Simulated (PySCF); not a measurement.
## How well do the runs reproduce experiment for cyclopropenone?

**What was measured.**

From NIST CCCBDB Release 22 (SRD 101), experimental dipoles, for the gas: dipole moment 4.39 ± 0.06 D.

How close the calculation comes is told at the end.

Cyclopropenone, C₃H₂O.
SMILES with atom numbers: `[O:1]=[c:2]1[cH:3][cH:4]1` (hydrogens: H5 on C3; H6 on C4)

Geometry (PBE0-D3(BJ)/def2-TZVP, Å), atoms numbered from 1 in this order:
```xyz
6
C3H2O angstrom
O      1.793    0.986    0.063
C      0.747    0.407    0.022
C     -0.027   -0.787   -0.019
C     -0.676    0.384   -0.024
H     -0.158   -1.862   -0.037
H     -1.656    0.844   -0.049
```

Runs made with PySCF (gas phase, on this PBE0-D3(BJ)/def2-TZVP geometry; no spin–orbit coupling):

```tsv
level	job	basis functions	wall time
PBE0-D3(BJ)/def2-TZVP, grid level 2	geometry optimisation from a GFN2-xTB start shaken at random	136	49 s
PBE0/pcSseg-2	shieldings, ring-centre shieldings, charges and field gradients	172	14 s
CAM-B3LYP/aug-cc-pVTZ	10 singlets by full TDDFT, 4 Tamm–Dancoff triplets, polarisability	230	26 s
PBE0/aug-cc-pVTZ	10 singlets by full TDDFT, 4 Tamm–Dancoff triplets, polarisability, dynamic polarisability	230	25 s
wB97X-D/aug-cc-pVTZ	10 singlets by full TDDFT, 4 Tamm–Dancoff triplets, polarisability, ΔSCF ions	230	45 s
```

Hardware: Arm Neoverse N1, one thread, no GPU, on a shared host.

## Comparison

**Dipole moment.** Measured: 4.39 D (NIST CCCBDB Release 22 (SRD 101), experimental dipoles).

```csv
level,computed (D),computed − measured (D),% (from the printed values)
PBE0-D3(BJ)/def2-TZVP,4.23,-0.16,-4
PBE0/pcSseg-2,4.30,-0.09,-2
CAM-B3LYP/aug-cc-pVTZ,4.43,+0.04,+1
PBE0/aug-cc-pVTZ,4.31,-0.08,-2
wB97X-D/aug-cc-pVTZ,4.38,-0.01,0
```

Closest is wB97X-D/aug-cc-pVTZ (-0.01 D), furthest PBE0-D3(BJ)/def2-TZVP (-0.16 D); one molecule doesn't rank methods. The computed dipoles belong to one fixed geometry; measured ones are averaged over vibrations unless marked μe. Magnitudes are compared, not signs.

No measured geometry was used, and the causes of the misses weren't examined.
